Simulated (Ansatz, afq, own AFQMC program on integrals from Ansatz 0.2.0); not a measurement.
## C, triplet → C⁺, quartet, worked out

A free C atom.

Both states at this geometry.

Basis cc-pVTZ. Only valence electrons are correlated. AFQMC by an in-house program on the Cholesky factors that Ansatz 0.2.0 writes for its CCSD(T) run. ph-AFQMC/CISD is guided by a CISD state made of CCSD amplitudes; releasing the constraint for a short imaginary time cuts its bias at the price of noise, slowly where states lie close. Error bars are statistical, one sigma.

Total energies in eV. CBS is CCSD(T) at the limit of def2-TZVPP/QZVPP (extrapolated itself); the highest rung of each member is named.

Cautions: C (triplet): the released energies are still falling, so no released level is given (meV from the phaseless value at times in 1/Eh: 0 ± 3 at 0.24, -5 ± 3 at 0.50, -6 ± 3 at 1.00, -13 ± 3 at 1.50), though the last usable value meets full CI within the noise; C⁺ (quartet): another spin lies lower; this isn't the first ionization.

```
     member  count  CCSD(T)/cc-pVTZ  highest rung in cc-pVTZ  which  CCSD(T)/CBS
C⁺, quartet     +1       -1011.6135               -1011.6140    FCI   -1011.7434
 C, triplet     -1       -1028.0669               -1028.0806    FCI   -1028.3149
```

**Question.** Work out the best estimate of the vertical ionization energy: the CCSD(T)/CBS difference plus the step from CCSD(T) to the highest rung.

**Answer.** Sums with the counts: CCSD(T)/CBS 16.5715 eV, highest rung 16.4666 eV, CCSD(T)/cc-pVTZ 16.4534 eV. The step is 16.4666 − 16.4534 = 0.0132 eV, so the best estimate is 16.5715 + (0.0132) = 16.5847 eV = 1600.2 kJ/mol. The basis set is worth 0.118 eV of it. Zero-point, core-correlation and spin–orbit terms aren't in it.

Best estimates are given only where the step beyond CCSD(T) is under 0.3 eV and no member's determinant is very poor (T1 over 0.05, or 0.07 for open shells, ⟨S²⟩ too high by 0.3, two states mixed), so the hardest cases are missing from such tables.

Each member of a difference takes its own highest rung, so a best estimate needn't equal the limit plus the step of one row.
